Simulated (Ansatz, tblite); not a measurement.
# The cluster TeAu₂+: rung by rung

One table from this session's results is given with a row withheld; the runs are named, their logs left out.

Computed with Ansatz 0.2.0, Gaussian basis. Level: as each input shows.

Plan: GFN1-xTB, GFN2-xTB, PBE-D4/def2-TZVP, r2SCAN-D4/def2-TZVP, LDA/def2-TZVP, r2SCANh-D4/def2-TZVP, B3LYP-D4/def2-TZVP, B2PLYP/def2-TZVP, B97M-V/def2-TZVP, PBE-D4/def2-SVP, PBE0-D4/def2-SVP, CCSD(T)/def2-SVP, MP2/def2-TZVP, RPA/def2-TZVP.

1 further run of the same task is left out (set aside as unsound or not needed).

### The structure

The geometry is that of the doublet, from an earlier relaxation (PBE0-D4/def2-TZVP). At that level it is the lowest of the isomers that a small search found.

3 atoms, charge 1, spin multiplicity 2.

Bond lengths: Au1–Te3 2.502 Å, Au2–Te3 2.502 Å. Angles: Au1–Te3–Au2 93.6°.

Geometry (Å):

```xyz
3
Au2Te
Au   -1.8203    0.0539    0.5801
Au    1.7830   -0.5037    0.4691
Te    0.0373    0.4498   -1.0492
```

Au, Te take a core potential in the def2 sets. No spin-orbit coupling is included. The ion is computed in the gas phase, without counter-ions or solvent.

PBE0-D4/def2-TZVP was run before; its log isn't repeated, and its numbers join the tables.

Set-up of the first run:

Tight binding, by tblite at 300 K electronic temperature and without a spin-polarisation term:

```python
tblite.interface.Calculator('GFN1-xTB', numbers, positions, charge=1, uhf=1).singlepoint()
```

Tight binding, by tblite at 300 K electronic temperature and without a spin-polarisation term:

```python
tblite.interface.Calculator('GFN2-xTB', numbers, positions, charge=1, uhf=1).singlepoint()
```

start.molden holds the orbitals of an earlier run on this state, given as this run's starting guess.

The input, in.yaml:

```yaml
crystal:
  periodic: [false, false, false]
  atoms:
    - {symbol: Au, position_ang: [-1.820273, 0.053882, 0.580081]}
    - {symbol: Au, position_ang: [1.782970, -0.503734, 0.469110]}
    - {symbol: Te, position_ang: [0.037303, 0.449842, -1.049201]}
basis:
  gaussian: {orbitals: def2-TZVP, initial_orbitals: start.molden}
total_charge: 1
magnetization: {spin_polarized: true, initial_magnetization: 1}
hamiltonian: {xc: pbe, dispersion: d4}
scf: {omitted_lower_state_checks: [starts]}
output: {orbitals: {seedname: orbitals}}
```

Started as:

```console
> ansatz run in.yaml --threads 4 --pin off --events-out ev --progress --plain --max-ram 3916MiB
```

Steps of the session up to this table: PBE-D4/def2-TZVP; r2SCAN-D4/def2-TZVP; LDA/def2-TZVP; r2SCANh-D4/def2-TZVP; B3LYP-D4/def2-TZVP; B2PLYP/def2-TZVP; B97M-V/def2-TZVP; PBE-D4/def2-SVP; PBE0-D4/def2-SVP; CCSD(T)/def2-SVP; MP2/def2-TZVP; RPA/def2-TZVP.

One table of the session follows, with a row left open; its other results are not shown here.

It belongs to the step «Levels side by side». 

| level | HOMO (eV) | LUMO (eV) | gap (eV) |
| --- | --- | --- | --- |
| LDA/def2-TZVP | -11.52 | -10.82 | 0.70 |
| PBE-D4/def2-SVP | -11.40 | -10.46 | 0.94 |
| PBE-D4/def2-TZVP | ? | ? | ? |
| r2SCAN-D4/def2-TZVP | -11.65 | -10.04 | 1.61 |
| B97M-V/def2-TZVP | -11.49 | -10.09 | 1.40 |
| r2SCANh-D4/def2-TZVP | -12.07 | -9.68 | 2.39 |
| B3LYP-D4/def2-TZVP | -12.19 | -9.75 | 2.44 |
| PBE0-D4/def2-SVP | -12.49 | -9.47 | 3.02 |
| PBE0-D4/def2-TZVP | -12.43 | -9.35 | 3.09 |

Estimate the missing values for PBE-D4/def2-TZVP.

As computed: HOMO (eV): -11.36; LUMO (eV): -10.36; gap (eV): 1.00. In the column «HOMO (eV)» it is the highest.
